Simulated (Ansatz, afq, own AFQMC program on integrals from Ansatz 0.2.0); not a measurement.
TiC, singlet: AFQMC among the cluster methods

```yaml
atoms:
  - { symbol: Ti, position_ang: [0.0000, 0.0000, 0.0000] }
  - { symbol: C, position_ang: [0.0000, 0.0000, 1.2620] }
```

Basis def2-SVP. Noble-gas cores (and the filled d shells of Ga–Kr and In–Xe) are frozen. AFQMC by an in-house program on the Cholesky factors that Ansatz 0.2.0 writes for its CCSD(T) run. ph-AFQMC/CISD is guided by a CISD state made of CCSD amplitudes; releasing the constraint for a short imaginary time cuts its bias at the price of noise, slowly where states lie close. Uncertainties: one standard error, sampling alone. The metal's outer-core s and p shells are frozen, which shifts wave-function levels against functionals.

Determinant: RHF, the one that the program's search chose, which needn't be the lowest solution. The geometry is a point of a scan.

No full CI on the walks' own integrals is used here; CCSDT(Q) serves as the reference and is uncertain by about the last step of the cluster series.

Cautions: no relativity below Rb; outer-core shells of the metal frozen; higher spins were not checked; the ph-AFQMC/HF walk drifts between its halves (2.8 errors).

- T1 diagnostic: 0.0303
- weight of the determinant in the CISD state: 0.891
- size of the correlated space: 8 electrons in 35 orbitals

Reference: CCSDT(Q), correlation energy -6.290 eV. The released energy is read at 3.00 1/Eh, later times being too noisy (meV from the phaseless value at times in 1/Eh: -15 ± 21 at 0.60, 6 ± 20 at 1.20, -13 ± 19 at 2.00, 7 ± 27 at 3.00, -8 ± 50 at 4.20).

| level | E − E(reference) (mEh) | share of correlation (%) |
| --- | --- | --- |
| HF | 231.17 | 0.00 |
| MP2 | 16.13 | 93.02 |
| CCSD | 12.37 | 94.65 |
| CCSD(T) | 1.35 | 99.42 |
| CCSDT | 0.80 | 99.65 |
| ph-AFQMC/HF | -5.23 ± 2.81 | 102.26 |
| ph-AFQMC/CISD | 0.71 ± 0.72 | 99.69 |
| released AFQMC | 0.97 ± 0.99 | 99.58 |

A walk keeps the symmetry of its determinant, which the program's search chose and which needn't be the lowest solution, so a lower state of the same spin and another symmetry isn't excluded. Released energies are given only where the last usable release times agree within the noise; a slower fall can still hide under it.
